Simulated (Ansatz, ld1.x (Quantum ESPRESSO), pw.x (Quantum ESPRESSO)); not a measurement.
## Tl: one change to the PAW potential, in the atom and in the diamond crystal

* Element: Tl
* Generator: ld1.x (Quantum ESPRESSO) 7.5
* Type: PAW
* Functional: LDA (PW92)
* Relativity: scalar-relativistic
* Frozen core: [Xe] 4f14
* Valence charge: 13
* Reference configuration: 5d10 6s2 6p0 (charge +1)
* Partial waves: 6s (bound): rcut 1.80, rcutus 2.35 bohr; 6s channel at 2.65 Ry: rcut 1.80, rcutus 2.35 bohr; 6p (bound, empty): rcut 2.00, rcutus 2.50 bohr; 6p channel at -0.3 Ry: rcut 2.00, rcutus 2.50 bohr; 5d (bound): rcut 2.10, rcutus 2.35 bohr; 5d channel at 0.9 Ry: rcut 2.10, rcutus 2.35 bohr
* Local potential: all-electron potential smoothed inside 2.45 bohr (lloc = -2)
* Core correction: Bessel-smoothed model core inside 1.10 bohr
* Augmentation charge: GAUSS, radius 1.70 bohr

Change: waves 5d (bound): rcut 2.10, rcutus 3.32 bohr; 5d channel at 0.9 Ry: rcut 2.10, rcutus 3.32 bohr.

Cutoffs, loose and tight: the cutoffs (Ry, on a coarse ladder) from which the occupation-weighted sum of valence levels, in a spherical-Bessel basis at the reference potential, stays within 10 and 1 mRy of its value at 400 Ry. They do not see the model core or the augmentation charge, which bear on the density cutoff. Test errors are all-electron minus pseudo excitation energies from the reference, over the configurations 5d10 6s2 6p1; 5d10 6s1 6p0; 5d10 6s0 6p0; 5d9 6s0 6p0; 5d10 6s2 6p1.3; 5d10 6s0 6p3; 5d10 6s2 6p0.5 (two spin-polarised tests are not counted in the largest error); variants that change the core or the reference have their own tests.

Crystal test: diamond Tl in pw.x 7.5, no spin, 8³ k-points, Fermi–Dirac smearing 0.01 Ry, cutoffs set for each file from its atomic test. The reference is all-electron LAPW (Ansatz 0.2.0) with the same functional, mesh and smearing; V0 and B0 come from Birch–Murnaghan fits to the pressures at five volumes. Errors are pseudo minus all-electron; Δ is the rms difference of the E(V) curves that follow from these fits, minima aligned, over ±6 % about the mean V0. Mesh and smearing are coarse, so the numbers serve the comparison and aren't converged zero-temperature values; the lattice is a test structure that the element need not adopt.

All-electron: a0 = 6.758 Å (V0 = 38.58 Å³/atom), B0 = 23.2 GPa.

**Question.** Does the change bring the crystal closer to the all-electron result?

**Answer.** The mean pressure error goes from +0.26 to -0.69 GPa, so the change moves the solid further from the all-electron pressures.

```tsv
quantity	base	changed
outcome (atom)	generated	generated
cutoff, loose (atom)	21 Ry	10 Ry
cutoff, tight (atom)	35 Ry	15 Ry
bound ghosts (atom)	none	none
largest test error (meV) (atom)	-186	-28 over the solved tests; 1 of 9 tests not solved or not reliable
cutoffs in pw.x (Ry)	45/360	40/320
a0 (Å)	6.782	6.685
a0 error (%)	+0.35	-1.07
B0 error (%)	+1.0	+2.9
Δ (meV/atom)	2.1	6.2
mean pressure error (GPa)	+0.26	-0.69
```

Changed file: The largest radius (3.32 bohr) exceeds half the bond length (2.76 bohr), so the spheres overlap, which is one possible source of error among others. This is a poor potential for the solid. Atomic configuration tests: 1 of 9 tests not solved or not reliable. The atomic cutoffs weigh occupied waves only.
